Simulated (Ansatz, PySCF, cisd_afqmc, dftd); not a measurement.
Reaction: CH3 (SMILES [CH3], doublet) → CH3+ (parent SMILES [CH3], singlet) + e-
Each species at its own B3LYP-D3(BJ)/def2-TZVP minimum (Ansatz, an electronic-structure program).

Wanted: adiabatic ionisation energy (0 K, zero-point energies from PySCF's Hessians at B3LYP-D3(BJ)/def2-TZVP), in eV. Open shells are spin-unrestricted; no spin-orbit coupling. Correlated methods leave the cores frozen. Rows without X2C or -DK are non-relativistic. AFQMC/CISD: phaseless, guided by CISD from CCSD amplitudes; bars are statistical, one sigma. Outlying blocks are dropped, and bars are widened where a walk drifts. Over all cases where full CI ran beside it in this data, AFQMC minus full CI had a median of +0.1 mEh and passed +0.4 mEh in a tenth of the cases. CBS(X,Y): correlation extrapolated as X^-3, Hartree-Fock from the larger set (Q,5: extrapolated as (X+1)exp(-9√X)). A bracket is a step between two methods taken in the basis named. Functionals run without relativity, which enters their misses. 'core' is core correlation in cc-pwCVTZ, 'X2C' scalar relativity in cc-pVTZ-DK, both at CCSD(T). Full CI freezes restricted core orbitals, also for open shells; the composite that ends in it estimates full CI at the basis-set limit.

Measured: 9.84 eV (CCCBDB table in ASE).

```
level                                                                                                            program  adiabatic ionisation energy (eV)  error against that value
---------------------------------------------------------------------------------------------------  -------------------  --------------------------------  ------------------------
HF/cc-pV5Z                                                                                                        Ansatz                              9.03                     -0.81
HF/CBS(cc-pVQZ,cc-pV5Z)                                                                                           Ansatz                              9.03                     -0.81
PBE0-D4/def2-TZVPD                                                                                        Ansatz + dftd4                             10.00                      0.16
MP2/aug-cc-pVDZ                                                                                                   Ansatz                              9.65                     -0.19
CCSD/aug-cc-pVTZ                                                                                                  Ansatz                              9.73                     -0.11
CCSD/CBS(cc-pVTZ,cc-pVQZ)                                                                                         Ansatz                              9.77                     -0.07
CCSD(T)/cc-pVDZ                                                                                                   Ansatz                              9.53                     -0.31
CCSDT(Q)/aug-cc-pVTZ                                                                                              Ansatz                              9.79                     -0.05
AFQMC/CISD/aug-cc-pVDZ                                                                                        cisd_afqmc                       9.67 ± 0.01                     -0.17
CCSD(T)/CBS(cc-pVQZ,cc-pV5Z) + [AFQMC/CISD - CCSD(T)]/cc-pVTZ + core + X2C                           Ansatz + cisd_afqmc                       9.86 ± 0.01                      0.02
CCSD(T)/CBS(cc-pVQZ,cc-pV5Z) + [CCSDT(Q) - CCSD(T)]/cc-pVTZ + core + X2C                                          Ansatz                              9.84                      0.00
CCSD(T)/CBS(cc-pVQZ,cc-pV5Z) + [CCSDT(Q) - CCSD(T)]/cc-pVQZ + [FCI - CCSDT(Q)]/cc-pVDZ + core + X2C               Ansatz                              9.84                      0.00
```
